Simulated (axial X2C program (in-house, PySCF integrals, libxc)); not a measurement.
**Bond lengths and stretching modes, held linear, of BOB**

Computed with an in-house all-electron X2C program for linear molecules (integrals from PySCF): two-component X2C with atomic mean-field Coulomb and Gaunt terms, Gaussian nuclei, basis B dyall-v3z, O dyall-av3z with contracted cores. Spin-free rows use the one-electron spin-free X2C Hamiltonian.

Masses B 11.009, O 15.995, B 11.009 u. States: 2c Ω = 0 (all partner blocks equally filled); spin-free M_S = 0, Λ = 0 (closed shell).

PBE, spin-free: energies above the lowest point

```json
{"r(B–O) (Å)": "1.2851", "r(O–B) (Å)": "1.2851", "E (meV)": "92.27"}
{"r(B–O) (Å)": "1.2851", "r(O–B) (Å)": "1.3180", "E (meV)": "44.20"}
{"r(B–O) (Å)": "1.2851", "r(O–B) (Å)": "1.3509", "E (meV)": "41.50"}
{"r(B–O) (Å)": "1.3180", "r(O–B) (Å)": "1.2851", "E (meV)": "44.20"}
{"r(B–O) (Å)": "1.3180", "r(O–B) (Å)": "1.3180", "E (meV)": "0.00"}
{"r(B–O) (Å)": "1.3180", "r(O–B) (Å)": "1.3509", "E (meV)": "1.04"}
{"r(B–O) (Å)": "1.3180", "r(O–B) (Å)": "1.3839", "E (meV)": "38.20"}
{"r(B–O) (Å)": "1.3509", "r(O–B) (Å)": "1.2851", "E (meV)": "41.50"}
{"r(B–O) (Å)": "1.3509", "r(O–B) (Å)": "1.3180", "E (meV)": "1.04"}
{"r(B–O) (Å)": "1.3509", "r(O–B) (Å)": "1.3509", "E (meV)": "5.68"}
{"r(B–O) (Å)": "1.3839", "r(O–B) (Å)": "1.3180", "E (meV)": "38.20"}
{"r(B–O) (Å)": "1.3839", "r(O–B) (Å)": "1.3839", "E (meV)": "90.39"}
```

Task: Fit a quadratic surface with cubic terms in each bond: where is the minimum, and what are the two stretching wavenumbers?

Result: At PBE, spin-free: bonds 1.332 and 1.332 Å; harmonic stretches 1011.1 and 1427.8 cm⁻¹; force constants 6.1, 6.1 and coupling 0.53 mdyn/Å.

The other levels and Hamiltonians give:

| Hamiltonian | level | r(B–O) (Å) | r(O–B) (Å) | lower stretch (cm⁻¹) | upper stretch (cm⁻¹) |
| --- | --- | --- | --- | --- | --- |
| 2c | PBE0 | 1.319 | 1.319 | 1057.3 | 1490.6 |
| 2c | HF | 1.304 | 1.304 | 1121.4 | 1571.2 |
| 2c | PBE | 1.332 | 1.332 | 1011.2 | 1428.2 |
| 2c | MP2 | 1.329 | 1.329 | 1038.0 | 1464.9 |
| spin-free | PBE0 | 1.319 | 1.319 | 1057.2 | 1490.2 |
| spin-free | HF | 1.304 | 1.304 | 1121.3 | 1570.8 |
| spin-free | MP2 | 1.329 | 1.329 | 1037.9 | 1464.6 |

Each state is one determinant, the lowest of a limited PBE0 search; the stretches come from a fit to these few points and carry an uncertainty of a few per cent. Other orders of the atoms were not compared. MP2 freezes inner shells (threshold -2 hartree). The molecule was held linear; bending was not examined, so a bent shape may lie lower.
